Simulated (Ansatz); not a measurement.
Barrier H + PH3 (SMILES P) via H4P, on the benchmark's geometries as Psi4's copy gives them; open shells unrestricted, no zero-point energy, no spin–orbit coupling.
Transition structure (charge 0, multiplicity 2, Z-matrix in Å and degrees):
```
P
H 1 1.4140
H 1 1.4140 2 93.50
H 1 1.4844 2 92.53 3 92.73
H 4 1.2642 1 166.75 2 -43.08
```

Frozen-core correlation. CBS: X⁻³ extrapolation of the correlation energy, Hartree–Fock from the larger set. MP2 and its Hartree–Fock in aug-cc-pV(Q+d)Z are density fitted.

Codes used: Ansatz (a program for electronic structure). Values without a source in brackets are computed.

Barrier heights (kcal/mol): PBE/def2-TZVPPD -1.80; B3LYP/def2-TZVPPD -1.06; wB97M-V/def2-TZVPPD 3.20; MP2/CBS(aug-cc-pV(T+d)Z, aug-cc-pV(Q+d)Z) + ΔCCSD(T)/aug-cc-pV(T+d)Z 2.84.

Question: With all else equal, by what factor does exp(−ΔE‡/RT) at 298.15 K differ from its value at MP2/CBS(aug-cc-pV(T+d)Z, aug-cc-pV(Q+d)Z) + ΔCCSD(T)/aug-cc-pV(T+d)Z?

Answer: 
RT = 0.5925 kcal/mol, so the factor is exp(−(ΔE‡ − 2.84)/RT): PBE/def2-TZVPPD 2500; B3LYP/def2-TZVPPD 720; wB97M-V/def2-TZVPPD 0.55. Each 1.36 kcal/mol is a factor of ten. MP2/CBS(aug-cc-pV(T+d)Z, aug-cc-pV(Q+d)Z) + ΔCCSD(T)/aug-cc-pV(T+d)Z is the comparison, a level with limits of its own.
